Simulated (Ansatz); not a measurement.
Bulk modulus (GPa) of solids drawn from the class of tetrahedrally bonded semiconductors and semimetals, at two levels: PBE (Ansatz, a program for electronic structure, plane waves, PAW), and PBE-D4 in Ansatz (plane waves, PAW).

| solid | PBE | PBE-D4 |
|---|---|---|
| zinc-blende CdS (metastable phase) | 53.4 | ? |
| zinc-blende BP | 162 | 171 |
| wurtzite BN (high-pressure phase) | 372 | 385 |
| zinc-blende GaP | 76.7 | 85.8 |
| zinc-blende HgTe | 34.2 | 40.2 |
| zinc-blende InAs | 48.5 | 54.4 |

### Question
Estimate the withheld PBE-D4 value from the other rows.

### Answer
One way: carry over the typical ratio. The ratios PBE-D4 / PBE of the other rows, in order: 1.035, 1.056, 1.119, 1.122, 1.175; median 1.119. Zinc-blende CdS (metastable phase): 53.4 × 1.119 = 59.8 GPa; the run gives 59.1 GPa. The ratios spread from 1.035 to 1.175, so such an estimate is rough.

Of 6 rows, PBE-D4 is the larger in 6 and the smaller in 0.

Ansatz's runs of these crystals have no spin polarisation.

Spin–orbit coupling is left out, also for the solids with elements from indium on (zinc-blende HgTe, zinc-blende InAs); its size isn't shown.

In Ansatz's fits of the non-cubic solids, shape and atoms are relaxed at each volume.

Each level is taken at its own relaxed cell. Caveats: the gap of the solid is closed in this run (zinc-blende InAs). Ansatz's density-functional and Hartree–Fock values are scalar-relativistic unless marked +SOC, with PAW data made under PBE.
